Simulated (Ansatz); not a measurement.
# Pyrite RuS₂

Calculation: LDA (Ansatz, a quantum-chemistry and plane-wave program, plane waves, PAW).

Numerical settings: plane-wave cutoff 520 eV, 6×6×6 k mesh, Fermi–Dirac smearing 0.01 eV, no spin polarisation, scalar-relativistic PAW data made under PBE.

Cell: relaxed at this level.

For pyrite RuS₂, the equilibrium volume per atom comes out as 14.24 Å³/atom and the bulk modulus B0 is 208 GPa. The equilibrium lattice constant a is 5.550 Å and the band gap is 0.45 eV. The smallest direct gap on the k points sampled is 0.73 eV. The pressure derivative B′ of the bulk modulus is 4.8.

Measured, for comparison: equilibrium volume per atom 14.71 Å³/atom, lattice constant a 5.61 Å (temperature not stated, not corrected to a static lattice; as tabulated in Wikipedia's data pages). Computed (rounded) less measured: equilibrium volume per atom -3.2 %, lattice constant a -1.1 %. A static lattice is as a rule a little smaller and stiffer than an uncorrected measurement, which narrows the difference in the lattice constant a and would widen misses of the other sign.

Note: the bulk modulus comes from volumes at which shape and atoms were relaxed.

Spin–orbit coupling is not included.

The result took around 9 core-minutes (rough).
